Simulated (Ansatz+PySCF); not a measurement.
Two shapes of doublet C6H5.

Shape 1:

```xyz
11

C    -0.0291    1.4497    0.0000
C     1.1915    0.7292    0.0000
C     1.1826   -0.6827    0.0000
C    -0.0358   -1.3964    0.0000
C    -1.2700   -0.6996    0.0000
C    -1.2057    0.6961    0.0000
H    -0.0389    2.5456    0.0000
H     2.1444    1.2728    0.0000
H     2.1320   -1.2309    0.0000
H    -0.0301   -2.4935    0.0000
H    -2.2240   -1.2391    0.0000
```

Shape 2:

```xyz
11

C    -0.0275    1.4488    0.0000
C     1.1930    0.7283    0.0000
C     1.1842   -0.6837    0.0000
C    -0.0342   -1.3973    0.0000
C    -1.2684   -0.7006    0.0000
C    -1.2041    0.6952    0.0000
H    -0.0374    2.5447    0.0000
H     2.1286    1.2620    0.0000
H     2.1336   -1.2318    0.0000
H    -0.0286   -2.4744    0.0000
H    -2.2224   -1.2400    0.0000
```

Basis set: cc-pVTZ (spherical functions). Left uncorrelated: 6 orbitals. Correlation on ROHF uses semicanonical orbitals with singles. Charge 0, multiplicity 2.

Computed with Ansatz (development build ahead of 0.2.0); each method stands on the lowest determinant of its kind that the runs found.

**Question.** Which shape is lower in energy, and by how much in each method?

**Answer.**

```tsv
method	E(2) − E(1) (eV)
ROHF	-0.021
UHF	-0.021
ROHF-MP2	-0.008
UHF-MP2	-0.010
```

Shape 2 is lower. Caution for UHF, UHF-MP2: the unrestricted determinant is spin contaminated. Caution for ROHF-MP2, UHF-MP2: forces differ strongly between restricted and unrestricted references.
